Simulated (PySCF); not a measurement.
## Potential energy of NaP along the bond

Set-up: PySCF, no relativity, basis sets Na 6-311G(d,p), P 6-311G(d,p). Energies in eV from Na + P in their ground configurations at the same level. All curves are PBE0. state 1: ³Σ⁻ (triplet), unpaired electrons π ↑↑; state 2: Ms = 0 determinant of mixed spin (⟨S²⟩ near 1.0), unpaired electrons π ↑↓, a mixture of terms (⟨Lz²⟩ = 2.0), a second solution, started from another occupation; state 3: ³Π (triplet), unpaired electrons σ ↑, π ↑, a second solution, started from another occupation; state 4: Ms = 0 determinant of mixed spin (⟨S²⟩ near 1.0), unpaired electrons σ ↓, π ↑, a second solution, started from another occupation.

```json
{"R (Å)": "2.302", "state 1": "-0.926", "state 2": "-0.5743", "state 3": "-0.4302", "state 4": "-0.0903"}
{"R (Å)": "2.409", "state 1": "-1.141", "state 2": "-0.7870", "state 3": "-0.5515", "state 4": "-0.2189"}
{"R (Å)": "2.516", "state 1": "-1.258", "state 2": "-0.9024", "state 3": "-0.5964", "state 4": "-0.2712"}
{"R (Å)": "2.597", "state 1": "-1.300", "state 2": "-0.9415", "state 3": "-0.5936", "state 4": "-0.2739"}
{"R (Å)": "2.677", "state 1": "-1.310", "state 2": "-0.9497", "state 3": "-0.5678", "state 4": "-0.2535"}
{"R (Å)": "2.757", "state 1": "-1.298", "state 2": "-0.9339", "state 3": "-0.5247", "state 4": "-0.2156"}
{"R (Å)": "2.864", "state 1": "-1.253", "state 2": "-0.8849", "state 3": "-0.4476", "state 4": "-0.1452"}
{"R (Å)": "2.998", "state 1": "-1.169", "state 2": "-0.7925", "state 3": "-0.3308", "state 4": "-0.0363"}
{"R (Å)": "3.159", "state 1": "-1.044", "state 2": "-0.6536", "state 3": "-0.1748", "state 4": "0.1105"}
{"R (Å)": "3.373", "state 1": "-0.868", "state 2": "-0.4472", "state 3": "0.0403", "state 4": "0.3132"}
```

Q: Put a parabola through the three lowest points of the state 1 curve and estimate Re, k and ωe (reduced mass 13.2 u; 1 eV/Å² = 0.16022 mdyn/Å; ωe = 1302.8·√(k/μ) cm⁻¹).

A: Through R = 2.597, 2.677, 2.757 Å the second-order coefficient is 1.72 eV/Å², so Re ≈ 2.673 Å, k ≈ 0.551 mdyn/Å and ωe ≈ 266 cm⁻¹. A polynomial fit of higher order to the unrounded PBE0 energies gives Re = 2.670 Å, k = 0.596 mdyn/Å, ωe = 277 cm⁻¹; anharmonicity and rounding make the difference.

The higher-order fit for each curve: state 1: Re = 2.670 Å, ωe = 277 cm⁻¹, De = 1.31 eV; state 2: Re = 2.661 Å, ωe = 283 cm⁻¹, minimum 0.95 eV below the ground-state fragments; state 3: Re = 2.547 Å, ωe = 294 cm⁻¹, minimum 0.60 eV below the ground-state fragments; state 4: Re = 2.564 Å, ωe = 287 cm⁻¹, minimum 0.276 eV below the ground-state fragments.

⟨S²⟩ of the unrestricted solution departs from its pure value on part of the curve, where spin states mix. The state is the lowest determinant that a PBE0 search found; another state may lie lower at other levels.
